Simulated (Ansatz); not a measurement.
**Relaxing a trial structure of C5H11Cl**

The starting geometry of this gas-phase singlet was optimised with GFN2-xTB; its bonds are those of `CCC(C)(C)Cl`.

```tsv
atom	x (Å)	y (Å)	z (Å)
C	-2.3049	1.2275	0.1475
C	-1.3116	0.2479	0.7623
C	-0.3443	-0.3928	-0.2359
C	0.6174	-1.3308	0.4831
C	-1.0554	-1.1122	-1.3726
Cl	0.6570	0.9245	-0.9694
H	-1.7825	1.9884	-0.4264
H	-2.8689	1.7198	0.9360
H	-3.0090	0.7186	-0.5053
H	-0.7244	0.7689	1.5216
H	-1.8577	-0.5582	1.2592
H	0.0636	-2.1582	0.9227
H	1.1465	-0.8061	1.2753
H	1.3500	-1.7334	-0.2124
H	-1.6285	-0.4151	-1.9771
H	-0.3317	-1.6069	-2.0163
H	-1.7297	-1.8627	-0.9645
```

Predict what becomes of its bonds when it is optimised with PBE-D3(BJ)/def2-SVP.

It keeps its bonds, and is `CCC(C)(C)Cl`.

The energy falls by 0.11 eV over 5 steps:

```tsv
step	E − E(last) (eV)
1	0.105
2	0.014
3	0.002
4	0.000
5	0.000
```

Final geometry (Å):

```xyz
17

C    -2.3171    1.2481    0.1581
C    -1.3145    0.2609    0.7513
C    -0.3432   -0.4065   -0.2384
C     0.6225   -1.3370    0.4940
C    -1.0513   -1.1262   -1.3851
Cl    0.6911    0.9332   -0.9991
H    -1.7904    2.0457   -0.4027
H    -2.9137    1.7278    0.9591
H    -3.0293    0.7566   -0.5348
H    -0.7047    0.7657    1.5299
H    -1.8543   -0.5644    1.2690
H     0.0567   -2.1722    0.9584
H     1.1648   -0.7962    1.2937
H     1.3665   -1.7654   -0.2049
H    -1.6770   -0.4325   -1.9773
H    -0.3151   -1.5931   -2.0673
H    -1.7052   -1.9256   -0.9761
```

The end wasn't checked by frequencies. Run with Ansatz 0.2.0, 12 s on 2 threads of Intel(R) Xeon(R) Platinum 8375C CPU @ 2.90GHz (Ice Lake), on a shared host.
